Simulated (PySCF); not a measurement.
# Na₂⁻ at ROHF-SCS-MP2

Computed with ROHF-SCS-MP2; Na aug-pcseg-1; no relativity (PySCF 2.14).

* state: doublet, unpaired electrons σ ↑
* bond length: 3.676 Å
* harmonic wavenumber: 95.7 cm⁻¹
* force constant: 0.0621 mdyn/Å
* rotational constant Be: 0.1085 cm⁻¹
* anharmonicity ωexe: 0.680 cm⁻¹
* vibration–rotation constant αe: 0.00106 cm⁻¹

Correlated steps freeze 2 core orbitals. The state is the lowest determinant that a PBE0 search found; another state may lie lower at other levels.
